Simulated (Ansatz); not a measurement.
# H₄MgOSi (SMILES [OH][Mg][SiH3]): one structure at several levels

Aim: energy, forces and dipole at a structure displaced at random from a GFN2-xTB minimum, from CCSD(T) and from density functionals.

Computed with Ansatz 0.2.0, Gaussian basis. Level: single points in def2-TZVPP.

Cores are frozen in the correlated methods. The outer core shell of Li, Na, Mg and K is correlated.

## 1. Starting geometry

7 atoms, charge 0, spin multiplicity 1.

Atoms are counted from 1 here; the program's logs count them from 0.

Bond lengths: O1–Mg2 1.834 Å, O1–H4 0.709 Å, Mg2–Si3 2.229 Å, Si3–H5 1.471 Å, Si3–H7 1.650 Å. Angles: Mg2–O1–H4 171.9°, O1–Mg2–Si3 158.4°, Mg2–Si3–H5 109.1°, Mg2–Si3–H7 118.6°, H5–Si3–H7 104.9°.

Geometry (Å):

```
atom    x (Å)    y (Å)    z (Å)
  O1  -1.7483  -2.0316  -0.2009
 Mg2  -0.3202  -0.8911  -0.0464
 Si3   0.7975   1.0370  -0.0096
  H4  -2.2387  -2.5320  -0.3122
  H5   1.9243   0.9577  -0.9520
  H6   1.3372   1.5591   1.7637
  H7  -0.0024   2.4211  -0.4195
```

## 2. CCSD(T)/def2-TZVPP

run/in.yaml

```yaml
crystal:
  periodic: [false, false, false]
  atoms:
    - {symbol: O, position_ang: [-1.748300, -2.031600, -0.200900]}
    - {symbol: Mg, position_ang: [-0.320200, -0.891100, -0.046400]}
    - {symbol: Si, position_ang: [0.797500, 1.037000, -0.009600]}
    - {symbol: H, position_ang: [-2.238700, -2.532000, -0.312200]}
    - {symbol: H, position_ang: [1.924300, 0.957700, -0.952000]}
    - {symbol: H, position_ang: [1.337200, 1.559100, 1.763700]}
    - {symbol: H, position_ang: [-0.002400, 2.421100, -0.419500]}
basis:
  gaussian: {orbitals: def2-TZVPP}
correlation: {method: ccsd_t}
output: {forces: true}
```

The command line of these runs was not kept.

## 3. PBE0-D4/def2-TZVPP

run/in.yaml: that of step 2 with these lines changed.

```diff
@@ -12,3 +12,3 @@
   gaussian: {orbitals: def2-TZVPP}
-correlation: {method: ccsd_t}
-output: {forces: true}
+hamiltonian: {xc: pbe0, dispersion: d4}
+output: {forces: true, orbitals: {seedname: orbitals}}
```

## 4. wB97M-V/def2-TZVPP

run/in.yaml: that of step 3 with these lines changed.

```diff
@@ -12,3 +12,3 @@
   gaussian: {orbitals: def2-TZVPP}
-hamiltonian: {xc: pbe0, dispersion: d4}
-output: {forces: true, orbitals: {seedname: orbitals}}
+hamiltonian: {xc: {name: wB97M-V}}
+output: {forces: true}
```

## 5. r2SCAN-D4/def2-TZVPP

run/in.yaml: that of step 4 with these lines changed.

```diff
@@ -12,3 +12,3 @@
   gaussian: {orbitals: def2-TZVPP}
-hamiltonian: {xc: {name: wB97M-V}}
+hamiltonian: {xc: r2scan, dispersion: d4}
 output: {forces: true}
```

## 6. PBE-D4/def2-TZVPP

run/in.yaml: that of step 5 with these lines changed.

```diff
@@ -12,3 +12,3 @@
   gaussian: {orbitals: def2-TZVPP}
-hamiltonian: {xc: r2scan, dispersion: d4}
+hamiltonian: {xc: pbe, dispersion: d4}
 output: {forces: true}
```

## 7. B97M-V/def2-TZVPP

run/in.yaml: that of step 6 with these lines changed.

```diff
@@ -12,3 +12,3 @@
   gaussian: {orbitals: def2-TZVPP}
-hamiltonian: {xc: pbe, dispersion: d4}
+hamiltonian: {xc: {name: B97M-V}}
 output: {forces: true}
```

## 8. BHLYP-D4/def2-TZVPP

run/in.yaml: that of step 7 with these lines changed.

```diff
@@ -12,3 +12,3 @@
   gaussian: {orbitals: def2-TZVPP}
-hamiltonian: {xc: {name: B97M-V}}
+hamiltonian: {xc: {name: BHLYP}, dispersion: d4}
 output: {forces: true}
```

(Steps that only read results are left out.)

**Question.** What will these runs give? Wanted: energy less free atoms, CCSD(T)/def2-TZVPP; RMS force component; RMS force error; HOMO and LUMO, PBE0-D4; T1 diagnostic.

The runs gave:

| quantity | value |
| --- | --- |
| energy less free atoms, CCSD(T)/def2-TZVPP | -15.084 eV |
| RMS force component | 10.637 to 10.827 eV/Å over the methods |
| RMS force error | PBE0-D4 0.050, wB97M-V 0.092, r2SCAN-D4 0.066, PBE-D4 0.192, B97M-V 0.141, BHLYP-D4 0.182 eV/Å |
| HOMO and LUMO, PBE0-D4 | -7.71 and -1.47 eV |
| T1 diagnostic | 0.013 |

What this shows: Against CCSD(T) the functionals' energies less atoms differ by -0.727 to +0.034 eV, PBE-D4 by -0.519 eV. The reference is not at the basis limit: in triple zeta CCSD(T) underbinds, which counts against methods that bind more; the gaps are no ranking. For forces PBE0-D4 does best and PBE-D4 worst. Frozen-core CCSD(T) forces in triple zeta carry basis errors of their own, and this is one geometry, so small gaps rank nothing.
